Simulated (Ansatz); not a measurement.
# AlPH+ (quintet): from Hartree-Fock to the top rungs, cc-pVDZ

The task here is to estimate one member of a computed series from the others.

The runs use Ansatz 0.2.0, Gaussian basis; cc-pVDZ, core rule «outside noble gas», up to 10 orbitals frozen.

Plan: UHF; CCSD(T) on ROHF; CCSD(T) on UHF; BCCD(T) on ROHF; CISD; CCSDT(Q) on ROHF; CCSDT(Q) on UHF; CCSDTQ on ROHF; CCSDTQ on UHF.

16 further runs of the same task are left out: 11 for a known fault of the program, 5 set aside as unsound or not needed.

## The system

The geometry is a PBE0/def2-TZVP stationary point (not a proven minimum) of the parent state, kept for this charge and spin.

3 atoms, charge 1, spin multiplicity 5.

Atoms are counted from 1 here; the program's logs count them from 0.

Bond lengths: Al1–P2 2.392 Å, P2–H3 1.430 Å. Angles: Al1–P2–H3 98.4°.

Coordinates:

| atom | x (Å) | y (Å) | z (Å) |
| --- | --- | --- | --- |
| Al1 | 0.00000 | 0.03484 | 1.30056 |
| P2 | 0.00000 | -0.07364 | -1.08866 |
| H3 | 0.00000 | 1.33037 | -1.36055 |

Set-up of the first run:

Contents of in.yaml:

```yaml
crystal:
  periodic: [false, false, false]
  atoms:
    - {symbol: Al, position_ang: [0.000000, 0.034843, 1.300562]}
    - {symbol: P, position_ang: [0.000000, -0.073644, -1.088657]}
    - {symbol: H, position_ang: [0.000000, 1.330368, -1.360548]}
basis:
  gaussian: {orbitals: cc-pVDZ}
total_charge: 1
magnetization: {spin_polarized: true, initial_magnetization: 4}
hamiltonian: {xc: hf}
output: {orbitals: {seedname: orbitals}}
```

Launch:

```console
$ ansatz run in.yaml --threads 1 --pin off --events-out ev --progress --plain --max-ram 2816MiB --backend cpu
```

Among the steps run: UHF; CCSD(T) on ROHF; CCSD(T) on UHF; BCCD(T) on ROHF; CISD; CCSDT(Q) on ROHF; CCSDT(Q) on UHF; CCSDTQ on ROHF; CCSDTQ on UHF.

One of the session's tables, all rows but one given; the rest of the session is left out.

```
   method  from UCCSDTQ (meV)
     ROHF             +3443.3
      UHF             +3347.4
     RMP2              +818.0
     UMP2              +826.3
     CISD              +228.1
    RCCSD              +122.6
    UCCSD              +120.2
 RCCSD(T)               +32.1
 UCCSD(T)                   ?
  BCCD(T)               +31.8
   RCCSDT                +6.2
   UCCSDT                +5.2
RCCSDT(Q)                +1.8
UCCSDT(Q)                +0.8
  RCCSDTQ                +1.0
  UCCSDTQ                   0
```

**Question.** Estimate the row for UCCSD(T).

**Answer.** from UCCSDTQ (meV): +31.3. In the column «from UCCSDTQ (meV)» it lies between RCCSDT (+6.2) and BCCD(T) (+31.8).

Caveats from the session: Restricted and unrestricted rows rest on different reference determinants; where their highest levels disagree by more than a few hundredths of an eV, they describe different states and don't form one ladder.
